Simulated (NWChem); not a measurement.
# One shape, several levels: doublet [H2O2]+

Aim: a comparison of 4 runs (UHF/STO-3G, UHF/3-21G, UB3LYP/6-31G*) of doublet [H2O2]+. 

Program for the calculation: NWChem 7.3.0.

## (1) The structure to begin with

The species is [H2O2]+ (4 atoms), meant as a doublet with charge +1. SMILES of the parent species: `OO`. The coordinates come from a PBE0-D4/def2-TZVP relaxation. That shape belongs to the parent species and isn't relaxed for this state.

Bond lengths: O1–O2 1.426 Å, O1–H3 0.965 Å, O2–H4 0.965 Å. Angles: O1–O2–H4 101.1°, O2–O1–H3 101.1°.

## (2) A single-point energy at UHF/STO-3G (run 1)

Input file h2o2.nw:

```
start h2o2
memory 2200 mb
charge 1

geometry units atomic noautosym nocenter noautoz
   O   -0.91991868  -1.09811985   0.05782562
   O    0.09127377   1.37647651   0.39098434
   H    0.35224495  -2.11082408   0.88325799
   H    0.47639996   1.83265640  -1.33206795
end

basis spherical bse
   * library STO-3G
end

scf
   nopen 1
   uhf
   thresh 1e-08
   maxiter 80
end

task scf
```

Command:

```bash
$ nwchem h2o2.nw > h2o2.out
```

The log of the run:

```text
[...]
  functions       =    12
[...]
  wavefunction    = UHF
[...]
         Total SCF energy =   -148.433715209579
      One electron energy =   -272.265419236368
      Two electron energy =     86.548585276487
 Nuclear repulsion energy =     37.283118750301
                       Sz =      0.5000
                 Sz(Sz+1) =      0.7500
                      S^2 =      0.7517
[...]
```

Wall time 0.87 s (1 thread of Intel Xeon Platinum 8488C (Sapphire Rapids), shared host); peak memory 0.097 GiB.

## (3) The energy at UHF/3-21G (run 2)

Input file a.nw:

```
START a
TITLE "H2O2"
memory stack 880 mb heap 220 mb global 1100 mb
charge 1
GEOMETRY units atomic noautosym nocenter noautoz
  O     -0.91991868    -1.09811985     0.05782562
  O      0.09127377     1.37647651     0.39098434
  H      0.35224495    -2.11082408     0.88325799
  H      0.47639996     1.83265640    -1.33206795
END
BASIS spherical bse
  O library 3-21G
  H library 3-21G
END
SCF
  nopen 1
  uhf
  thresh 1e-08
  maxiter 80
  noprint "final vectors analysis"
END
TASK scf
```

Command:

```bash
$ nwchem a.nw > a.out
```

The log of the run:

```text
[...]
  functions       =    22
[...]
  wavefunction    = UHF
[...]
         Total SCF energy =   -149.558940393837
      One electron energy =   -273.448895372217
      Two electron energy =     86.606836228079
 Nuclear repulsion energy =     37.283118750301
                       Sz =      0.5000
                 Sz(Sz+1) =      0.7500
                      S^2 =      0.7889
[...]
```

Run time: 1.5 s. Hardware: 1 thread of Intel Xeon Platinum 8488C (Sapphire Rapids), shared host; peak memory 0.096 GiB.

Run 3 isn't shown in full; the table further down has it.

## (4) The energy at UB3LYP/6-31G(d) (Cartesian functions) (run 4)

Input file nw.xyz:

```xyz
4

O     -0.486800    -0.581100     0.030600
O      0.048300     0.728400     0.206900
H      0.186400    -1.117000     0.467400
H      0.252100     0.969800    -0.704900
```

Input file nw.nw:

```
START nw
memory stack 880 mb heap 220 mb global 1100 mb
charge 1

GEOMETRY noautosym nocenter noautoz
load format xyz nw.xyz
END

BASIS
O library 6-31G*
H library 6-31G*
END

DFT
xc b3lyp
mult 2
grid xfine
convergence energy 1e-08
iterations 100
mulliken
END

TASK dft
```

Command:

```bash
$ nwchem nw.nw > nw.out
```

The log of the run:

```text
[...]
          Wavefunction type:  spin polarized.
          No. of atoms     :     4
          No. of electrons :    17
[...]
          Charge           :     1
          Spin multiplicity:     2
[...]
          AO basis - number of functions:    34
[...]
              XC Information
              --------------
                         B3LYP Method XC Potential
                     Hartree-Fock (Exact) Exchange  0.200
                        Slater Exchange Functional  0.800 local
                    Becke 1988 Exchange Functional  0.720 non-local
              Lee-Yang-Parr Correlation Functional  0.810
                  VWN I RPA Correlation Functional  0.190 local
[...]
 d= 0,ls=0.0,diis     1   -151.0597078858 -1.88D+02  1.01D-02  1.94D-01     0.8
[...]
 d= 0,ls=0.0,diis     9   -151.1195883509 -2.88D-09  1.60D-07  1.13D-11     6.6
[...]
         Total DFT energy =     -151.119588350889
      One electron energy =     -274.929822349207
           Coulomb energy =      103.937382039908
    Exchange-Corr. energy =      -17.410269515819
 Nuclear repulsion energy =       37.283121474229
[...]
      Total Density - Mulliken Population Analysis
     ---------------------------------------------
    Atom       Charge   Shell Charges
 -----------   ------   -------------------------------------------------------
    1 O    8     8.05   1.99  1.00  2.74  0.89  1.36  0.07
    2 O    8     8.05   1.99  1.00  2.74  0.89  1.36  0.07
    3 H    1     0.45   0.43  0.02
    4 H    1     0.45   0.43  0.02
[...]
      <S2> =      0.7529 (Exact =     0.7500)
[...]
```

It took 7.2 s on 1 thread of Intel Xeon Platinum 8488C (Sapphire Rapids), shared host; peak memory 0.12 GiB.

## (5) All runs side by side

```csv
run,level,iteration cap,module,energy (Eh),⟨S²⟩,wall time
1,UHF/STO-3G,80,scf,-148.433715,0.752,0.87 s
2,UHF/3-21G,80,scf,-149.558940,0.789,1.5 s
3,UB3LYP/6-31G* (spherical functions),100,dft,-151.116649,0.753,8.7 s
4,UB3LYP/6-31G* (Cartesian functions),100,dft,-151.119588,0.753,7.2 s
```

## (6) Results

| quantity | value |
| --- | --- |
| run 4: total energy | -151.11959 Eh |
| run 4: HOMO energy (highest over α and β) | -18.73 eV |
| run 4: LUMO energy (lowest over α and β) | -15.16 eV |
| run 4: ⟨S²⟩ | 0.753 |

**Reading.** In run 1 the basis is minimal, so the values are rough. All runs together took 18 s, the longest 8.7 s.
